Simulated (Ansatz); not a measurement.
S–B–SH⁺, doublet in cc-pVDZ: errors against UCCSDT(Q)

Geometry: that of the S–B–SH, singlet, kept fixed.

```xyz
4

S     0.0000   -0.2901    2.1210
B     0.0000   -0.2975    0.5119
S     0.0000   -0.3755   -1.2439
H     0.0000    0.9631   -1.3890
```

Basis cc-pVDZ; Ansatz 0.2.0. Only valence electrons are correlated (noble-gas cores frozen), which leaves 15 electrons in 44 orbitals. Prefix R: restricted or restricted open-shell reference; prefix U: unrestricted.

Full CI isn't at hand for all of this; UCCSDT(Q) serves as the reference, and is uncertain by about the last step of the cluster series. The frozen core follows each run's orbitals, which can shift R against U totals by a few meV.

For open shells CISD is restricted-active-space CI with the open shells as a complete middle space.

* UHF ⟨S²⟩: 0.801
* T1 diagnostic (RCCSD): 0.0546
* largest doubles amplitude (RCCSD): 0.088
* T1 diagnostic (UCCSD): 0.0389

```json
{"level": "RHF", "E − E(UCCSDT(Q)) (meV)": "9979", "share of correlation (%)": "0.00", "wall time": "–"}
{"level": "UHF", "E − E(UCCSDT(Q)) (meV)": "9831", "share of correlation (%)": "1.48", "wall time": "–"}
{"level": "RMP2", "E − E(UCCSDT(Q)) (meV)": "1624", "share of correlation (%)": "83.72", "wall time": "–"}
{"level": "UMP2", "E − E(UCCSDT(Q)) (meV)": "1583", "share of correlation (%)": "84.14", "wall time": "–"}
{"level": "CISD", "E − E(UCCSDT(Q)) (meV)": "1660", "share of correlation (%)": "83.36", "wall time": "8.5 s"}
{"level": "RCCSD", "E − E(UCCSDT(Q)) (meV)": "510", "share of correlation (%)": "94.89", "wall time": "–"}
{"level": "UCCSD", "E − E(UCCSDT(Q)) (meV)": "494", "share of correlation (%)": "95.05", "wall time": "–"}
{"level": "RCCSD(T)", "E − E(UCCSDT(Q)) (meV)": "95", "share of correlation (%)": "99.05", "wall time": "6.5 s"}
{"level": "UCCSD(T)", "E − E(UCCSDT(Q)) (meV)": "90", "share of correlation (%)": "99.10", "wall time": "4.4 s"}
{"level": "BCCD(T)", "E − E(UCCSDT(Q)) (meV)": "82", "share of correlation (%)": "99.18", "wall time": "7 s"}
{"level": "RCCSDT", "E − E(UCCSDT(Q)) (meV)": "37", "share of correlation (%)": "99.62", "wall time": "–"}
{"level": "UCCSDT", "E − E(UCCSDT(Q)) (meV)": "36", "share of correlation (%)": "99.64", "wall time": "–"}
{"level": "RCCSDT(Q)", "E − E(UCCSDT(Q)) (meV)": "6", "share of correlation (%)": "99.94", "wall time": "2.9 min"}
```

The correlation energy at UCCSDT(Q), counted from RHF, is -9.979 eV. That run took 2.5 min on 1 thread of AMD EPYC 7B13, shared host.

Times hold each run's SCF and search for its determinant on a shared host, so for small cases they say little of a method's own cost; they ran on 1 thread of AMD EPYC 7B13.
